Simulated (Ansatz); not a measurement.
**V (bcc): energy against volume**

Level of theory: Ansatz, DFT, RPBE, plane waves (420 eV) with PAW, scalar-relativistic. (PAW data from PBE, frozen cores regenerated.)

The cell is scaled uniformly from the relaxed one, with fractional coordinates and shape fixed. Energies are extrapolated to zero smearing, pressures are those at the given smearing. Magnetic state: spin not included.

A Birch-Murnaghan fit gives V₀ = 13.78 Å³/atom, B₀ = 172 GPa, B₀′ = 3.9.

(1) What are the energy above the minimum and the pressure at 12.701 Å³/atom?

(2) What are the energy above the minimum and the pressure at 13.253 Å³/atom?

(3) What are the energy above the minimum and the pressure at 14.358 Å³/atom?

Answers

(1) 51.7 meV/atom and 16.76 GPa as computed.

(2) 11.5 meV/atom and 7.61 GPa as computed.

(3) 12.1 meV/atom and -6.13 GPa as computed.
